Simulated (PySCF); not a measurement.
C3H5O: g tensor and hyperfine couplings

C3H5O (doublet state).
Atom-mapped SMILES: `[CH3:1][C@@H:2]1[CH:3][O:4]1` (hydrogens: H5, H6, H7 on C1; H8 on C2; H9 on C3)

Geometry (GFN2-xTB, Å), atoms numbered from 1 in this order:
```
atom  x, y, z in Å
C1    -1.0167    0.1969    0.0839
C2     0.2797   -0.5671    0.0168
C3     1.5774    0.0709    0.0972
O4     1.1178   -0.3221   -1.1191
H5    -0.8694    1.2218   -0.2492
H6    -1.3828    0.2055    1.1083
H7    -1.7658   -0.2730   -0.5509
H8     0.2183   -1.6167    0.2913
H9     1.8550    1.0899    0.2966
```

Computed, not measured: PySCF 2.14.0, UKS B3LYP, pcH-1 on C H O, non-relativistic, mean-field spin-orbit, GIAO. Isolated species at its GFN2-xTB geometry, gas phase. A GFN2-xTB geometry isn't a minimum of the functional, and hyperfine couplings can be far from their values at a DFT geometry. No stability test was run, so a lower SCF solution isn't excluded.

| Property | Result |
| --- | --- |
| g1, g2, g3 | 2.00213, 2.00299, 2.00464 |
| g_iso | 2.00325 |
| Form of g | rhombic: the two nearest values differ by 34 % of g3 − g1 |
| ⟨S²⟩ | 0.7527 (exact 0.7500) |
| HOMO–LUMO gap, α and β orbitals | 7.24, 6.67 eV |

Hyperfine couplings atom by atom, in MHz; T1 to T3 are the principal values of the dipolar part; ρ(0) is the spin density at the nucleus:

| atom | isotope | a_iso | T1 | T2 | T3 | Mulliken spin population | ρ(0) (bohr⁻³) |
| --- | --- | --- | --- | --- | --- | --- | --- |
| C1 | 13C | -1.9 | -1.2 | -0.9 | 2.1 | 0.00 | -0.0017 |
| C2 | 13C | -4.4 | -3.4 | -0.7 | 4.1 | -0.03 | -0.0039 |
| C3 | 13C | 361.1 | -68.9 | -64.4 | 133.3 | 0.85 | 0.3212 |
| O4 | 17O | -29.3 | -71.5 | 33.1 | 38.4 | 0.16 | 0.0484 |
| H5 | 1H | -0.4 | -3.3 | -2.5 | 5.8 | 0.00 | -0.0001 |
| H6 | 1H | 4.4 | -2.1 | -1.8 | 4.0 | 0.00 | 0.0010 |
| H7 | 1H | 13.5 | -1.9 | -1.3 | 3.2 | 0.01 | 0.0030 |
| H8 | 1H | 6.4 | -5.6 | -5.1 | 10.7 | 0.00 | 0.0014 |
| H9 | 1H | 81.9 | -28.7 | -5.3 | 34.0 | 0.02 | 0.0183 |

Largest spin populations (Mulliken): C3 (+0.85) and O4 (+0.16). The angles at C3 add up to 314.4°, so it is pyramidal.

Axes: g2 points within 13° of the C3–O4 bond.

Under fast tumbling the dipolar parts average out, and these isotropic splittings remain: 1 × 1H (H9, I = 1/2, 2 lines) with 2.92 mT, 1 × 1H (H8, I = 1/2, 2 lines) with 0.23 mT and 3 × 1H (H5/H6/H7, I = 1/2, 4 lines) with 0.21 mT.

Nuclei that the bonding pattern makes equivalent are averaged, as if the motion that swaps them (rotation, inversion, ring flip) were fast. The three 1H nuclei of mean +5.8 MHz run from -0.4 to 13.5 MHz in the frozen geometry.

The 17O coupling of O4 (-29.3 MHz) shows only in satellite lines or after enrichment, since that isotope makes up about 0.038 % of natural oxygen.

The 13C coupling of C3 (361.1 MHz) shows only in satellite lines or after enrichment, since that isotope makes up about 1.07 % of natural carbon.

The spin density at the nucleus, in bohr⁻³, is negative for C2 (-0.0039) and C1 (-0.0017), for instance. A restricted open-shell determinant has no negative spin density anywhere; here it arises because α and β orbitals differ (spin polarisation).
